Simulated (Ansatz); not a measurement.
Predict the output of the script below (Ansatz 0.2.0, Python API).

`basis.py`:
```python
# -*- coding: utf-8 -*-
"""How the energy of CH5Si converges with the basis."""

import ansatz as az

geometry_ang = [
    ("C", [-0.12326, -0.80794, 0.0895]),
    ("Si", [0.17796, 1.05397, 0.26219]),
    ("H", [-0.20707, -1.09176, -0.9588]),
    ("H", [0.69035, -1.38449, 0.52123]),
    ("H", [-1.04188, -1.10943, 0.58527]),
    ("H", [-0.94783, 1.85864, -0.19601]),
    ("H", [1.45172, 1.48101, -0.30339]),
]
geometry = az.Crystal.molecule()
for symbol, xyz in geometry_ang:
    geometry = geometry.atom(symbol, xyz)

job = geometry.calculation()
job = job.correlation("MP2")
job = job.spin("collinear", total=1)

energies = {}
for basis in ["cc-pVDZ", "cc-pVTZ"]:
    report = job.basis(gaussian=basis).run(threads=1).report
    size = report["n_frozen"] + report["n_occupied"][0] + report["n_virtual"][0]
    energies[basis] = (report["reference_energy_ev"] / 27.211386246, report["free_energy_ev"] / 27.211386246)
    print(f"{basis:14s} {size:4d} orbitals  reference {energies[basis][0]:14.6f} Ha  total {energies[basis][1]:14.6f} Ha")

# correlation energy at the basis limit from E(X) = E + A / X^3
small, large = (energies[b][1] - energies[b][0] for b in ("cc-pVDZ", "cc-pVTZ"))
limit = (3 ** 3 * large - 2 ** 3 * small) / (3 ** 3 - 2 ** 3)
print(f"correlation energy: {small:.6f} and {large:.6f} Ha, extrapolated {limit:.6f} Ha")
print(f"share caught by the larger set: {100 * large / limit:.1f} %")
```

```console
$ python basis.py
cc-pVDZ          57 orbitals  reference    -329.670487 Ha  total    -329.907469 Ha
cc-pVTZ         134 orbitals  reference    -329.699692 Ha  total    -329.991499 Ha
correlation energy: -0.236983 and -0.291807 Ha, extrapolated -0.314891 Ha
share caught by the larger set: 92.7 %
```

Against cc-pVDZ: cc-pVTZ -84.0 mHa. The last step alone is -84.03 mHa.

Reading the output:
- The drop along the ladder measures the basis error, and is no property of the molecule.
- The geometry is a force-field or estimated start, not a minimum of this method, and the last set is no limit. Much of the fall in a total is atomic energy, which cancels in bond and reaction energies.
- The run takes the species as open-shell (spin multiplicity 2), which needn't be its ground state.
- Inner cores stay frozen, so this is valence correlation.
- For Al to Cl the sets with a tight d function, cc-pV(X+d)Z, are usual.
- An extrapolation from small basis sets is rough.
- Wall time of the script: 2.2 s on 1 thread of Arm Neoverse V2, with other jobs on the host, peak memory 0.26 GiB.
